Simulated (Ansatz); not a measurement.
Geometry optimisation, UKS B3LYP-D4/cc-pVDZ in Ansatz.

Input file:

```yaml
crystal:
  periodic: [false, false, false]
  atoms:
    - { symbol: Si, position_ang: [-0.64982, 0.44246, -0.45419] }
    - { symbol: B, position_ang: [0.76917, -0.29833, 0.54782] }
    - { symbol: Cl, position_ang: [0.93778, -2.04797, 0.58866] }
    - { symbol: H, position_ang: [-1.66698, -0.27023, -1.23072] }
    - { symbol: H, position_ang: [-0.95966, 1.8671, -0.61201] }
    - { symbol: H, position_ang: [1.56951, 0.30697, 1.16043] }
magnetization:
  spin_polarized: true
  initial_magnetization: 1
basis:
  gaussian: { orbitals: cc-pVDZ }
hamiltonian:
  xc: b3lyp
  dispersion: d4
relax:
  f_tol: 0.02
  max_steps: 40
```

Launched with:

```bash
$ ansatz run input.yaml --threads 1 --pin off --max-ram 2048MiB --backend cpu --events-out ev --progress --plain --runs-dir out
```

Where does it end, and by what steps?

The run converged. After 2 steps the energy has fallen by 0.094 eV; H5 moved furthest, 0.09 Å.

```
step  energy less start (eV)  largest force component (eV/Å)  accepted
   0                  0.0000                           0.644       yes
   1                 -0.0858                           0.296       yes
   2                 -0.0937                           0.016       yes
```

```xyz
6
Properties=species:S:1:pos:R:3
Si -0.687 0.467 -0.480
B 0.768 -0.322 0.547
Cl 0.956 -2.087 0.599
H -1.682 -0.337 -1.245
H -0.918 1.937 -0.579
H 1.562 0.342 1.157
```

Whether the end is a true minimum wasn't checked by a vibrational analysis.

Run time: 26 s on 1 thread of AMD EPYC (Zen 3), with other jobs on the host, peak memory 0.17 GiB.
